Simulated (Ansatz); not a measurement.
**Si2HO (sextet): wave-function methods side by side, cc-pVDZ**

The task here is to estimate one member of a computed series from the others.

The runs use Ansatz 0.2.0, Gaussian basis; cc-pVDZ, core rule «outside noble gas», up to 11 orbitals frozen.

Plan: UHF; CCSD(T) on ROHF; CCSD(T) on UHF; BCCD(T) on ROHF; CISD; CCSDT(Q) on ROHF; CCSDT(Q) on UHF; CASSCF and MRCISD+Q, 13 electrons in 11 orbitals; CASSCF and NEVPT2, 13 electrons in 11 orbitals.

23 further runs of the same task are left out: 10 that didn't finish, 13 set aside as unsound or not needed.

## What is computed

The geometry is a PBE0/def2-TZVP stationary point (not a proven minimum) of the parent state, kept for this charge and spin.

4 atoms, charge 0, spin multiplicity 6.

Atoms are counted from 1 here; the program's logs count them from 0.

Bond lengths: O1–Si2 1.527 Å, Si2–Si3 2.295 Å, Si3–H4 1.497 Å. Angles: O1–Si2–Si3 130.0°, Si2–Si3–H4 136.1°.

Set-up of the first run:

Contents of in.yaml:

```yaml
crystal:
  periodic: [false, false, false]
  atoms:
    - {symbol: O, position_ang: [0.000000, -0.542035, 1.840415]}
    - {symbol: Si, position_ang: [0.000000, 0.407289, 0.643977]}
    - {symbol: Si, position_ang: [0.000000, -0.052366, -1.604392]}
    - {symbol: H, position_ang: [0.000000, -1.285749, -2.452334]}
basis:
  gaussian: {orbitals: cc-pVDZ}
magnetization: {spin_polarized: true, initial_magnetization: 5}
hamiltonian: {xc: hf}
output: {orbitals: {seedname: orbitals}}
```

On the command line:

```bash
> ansatz run in.yaml --threads 1 --pin off --events-out ev --progress --plain --max-ram 2393MiB
```

Among the steps run: UHF; CCSD(T) on ROHF; CCSD(T) on UHF; BCCD(T) on ROHF; CISD; CCSDT(Q) on ROHF; CCSDT(Q) on UHF; CASSCF and MRCISD+Q, 13 electrons in 11 orbitals; CASSCF and NEVPT2, 13 electrons in 11 orbitals.

One of the session's tables, all rows but one given; the rest of the session is left out.

| method | from UCCSDT(Q) (meV) |
| --- | --- |
| ROHF | +8345.5 |
| UHF | +8063.3 |
| RMP2 | +1315.4 |
| UMP2 | +1326.2 |
| CISD | +954.8 |
| RCCSD | +253.6 |
| UCCSD | ? |
| RCCSD(T) | +57.8 |
| UCCSD(T) | +56.9 |
| BCCD(T) | +56.5 |
| RCCSDT | +16.2 |
| UCCSDT | +14.7 |
| RCCSDT(Q) | +2.4 |
| UCCSDT(Q) | 0 |
| CASSCF frontier | +6997.6 |
| MRCISD frontier | +776.0 |
| MRCISD+Q frontier | +144.5 |

Q: Estimate the row for UCCSD from the others.

The run gave: from UCCSDT(Q) (meV): +247.5. In the column «from UCCSDT(Q) (meV)» it lies between MRCISD+Q frontier (+144.5) and RCCSD (+253.6).

Not comparable, so not listed: CASSCF and NEVPT2, 13 electrons in 11 orbitals (they don't share determinant, frozen orbitals or solution with the rows shown, or repeat one).

Caveats from the session: Restricted and unrestricted rows rest on different reference determinants; where their highest levels disagree by more than a few hundredths of an eV, they describe different states and don't form one ladder. Warnings in the runs' records: passed over end.
